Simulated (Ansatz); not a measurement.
# C4H3FO: one species, many methods

An exercise on one series of results from a longer session: the logs are not shown, and one member is left open.

Computed with Ansatz 0.2.0, Gaussian basis. Level: functionals in def2-TZVPP, the program's frozen cores in correlated methods.

The runs, in order: LDA (SPW92), PBE-D4, revPBE-D4, BLYP-D4, r2SCAN-D4, B97M-V, PBE0-D4, B3LYP-D4, r2SCANh-D4, r2SCAN0-D4, HSE06-D4, BHLYP-D4, CAM-B3LYP-D4, LC-ωPBE, ωB97X-V, ωB97M-V, B2PLYP, PBE-QIDH; CCSD(T)/def2-SVP; CCSD(T)/def2-TZVPP; MP2/def2-QZVPP; extrapolation to the limit; RPA on PBE.

## The geometry

All runs share one geometry, relaxed beforehand with PBE0-D4 in a triple-zeta def2 set.

SMILES `Fc1ccco1`, 9 atoms, charge 0, spin multiplicity 1.

Atoms are counted from 1 here; the program's logs count them from 0.

Bond lengths: F1–C2 1.308 Å, C2–C3 1.348 Å, C2–O6 1.331 Å, C3–C4 1.432 Å, C3–H7 1.076 Å, C4–C5 1.350 Å, C4–H8 1.078 Å, C5–O6 1.366 Å, C5–H9 1.076 Å. Angles: F1–C2–C3 132.0°, F1–C2–O6 114.9°, C3–C2–O6 113.1°, C2–C3–C4 104.1°, C2–C3–H7 127.0°, C4–C3–H7 128.9°, C3–C4–C5 106.8°, C3–C4–H8 126.9°, C5–C4–H8 126.2°, C4–C5–O6 110.1°, C4–C5–H9 134.2°, O6–C5–H9 115.7°, C2–O6–C5 105.9°.

As a file:

```mol
C4H3FO
  3D, bonds by distance, orders not assigned

  9  9  0  0  0  0  0  0  0  0999 V2000
    0.9818    1.1226   -1.9922 F   0  0
    0.4665    0.5339   -0.9437 C   0  0
    0.7304   -0.6486   -0.3522 C   0  0
   -0.1825   -0.6994    0.7505 C   0  0
   -0.9000    0.4437    0.7170 C   0  0
   -0.5009    1.2170   -0.3365 O   0  0
    1.4647   -1.3746   -0.6559 H   0  0
   -0.2830   -1.4941    1.4721 H   0  0
   -1.6883    0.8531    1.3241 H   0  0
  1  2  8  0
  2  3  8  0
  3  4  8  0
  4  5  8  0
  5  6  8  0
  3  7  8  0
  4  8  8  0
  5  9  8  0
  2  6  8  0
M  END
```

The first run:

The input, in.yaml:

```yaml
crystal:
  periodic: [false, false, false]
  atoms:
    - {symbol: F, position_ang: [0.981821, 1.122606, -1.992176]}
    - {symbol: C, position_ang: [0.466461, 0.533861, -0.943703]}
    - {symbol: C, position_ang: [0.730360, -0.648602, -0.352188]}
    - {symbol: C, position_ang: [-0.182490, -0.699350, 0.750466]}
    - {symbol: C, position_ang: [-0.900011, 0.443715, 0.717043]}
    - {symbol: O, position_ang: [-0.500925, 1.217046, -0.336526]}
    - {symbol: H, position_ang: [1.464732, -1.374605, -0.655948]}
    - {symbol: H, position_ang: [-0.283044, -1.494082, 1.472077]}
    - {symbol: H, position_ang: [-1.688306, 0.853109, 1.324055]}
basis:
  gaussian: {orbitals: def2-TZVPP}
hamiltonian: {xc: lda}
output: {orbitals: {seedname: orbitals}}
```

Launch:

```
$ ansatz run in.yaml --threads 4 --pin off --events-out ev --progress --plain --max-ram 10444MiB
```

Steps of the session up to this table: LDA; PBE-D4 (GGA); revPBE-D4 (GGA); BLYP-D4 (GGA); r2SCAN-D4 (meta-GGA); B97M-V (meta-GGA); PBE0-D4 (hybrid); B3LYP-D4 (hybrid); r2SCANh-D4 (hybrid); r2SCAN0-D4 (hybrid); HSE06-D4 (hybrid); BHLYP-D4 (hybrid); CAM-B3LYP-D4 (range-separated); LC-ωPBE (range-separated); ωB97X-V (range-separated); ωB97M-V (range-separated); B2PLYP (double hybrid); PBE-QIDH (double hybrid).

One of the session's tables, all rows but one given; the rest of the session is left out.

It belongs to the step «Frontier levels by functional». 

| functional | HOMO (eV) | gap (eV) |
| --- | --- | --- |
| LDA (SPW92) | ? | ? |
| PBE-D4 | -5.54 | 4.90 |
| revPBE-D4 | -5.46 | 4.91 |
| BLYP-D4 | -5.41 | 4.86 |
| r2SCAN-D4 | -5.71 | 5.26 |
| B97M-V | -5.70 | 5.31 |
| PBE0-D4 | -6.65 | 6.97 |
| B3LYP-D4 | -6.46 | 6.51 |
| r2SCANh-D4 | -6.13 | 6.03 |
| r2SCAN0-D4 | -6.76 | 7.19 |
| HSE06-D4 | -6.25 | 6.18 |
| BHLYP-D4 | -7.60 | 8.95 |
| CAM-B3LYP-D4 | -7.98 | 9.40 |
| LC-ωPBE | -9.30 | 11.91 |
| ωB97X-V | -8.91 | 11.48 |
| ωB97M-V | -8.82 | 11.30 |

Q: Estimate the row for LDA (SPW92) from the others.

As computed: HOMO (eV): -5.77; gap (eV): 4.87. In the column «HOMO (eV)» it lies between r2SCANh-D4 (-6.13) and r2SCAN-D4 (-5.71).
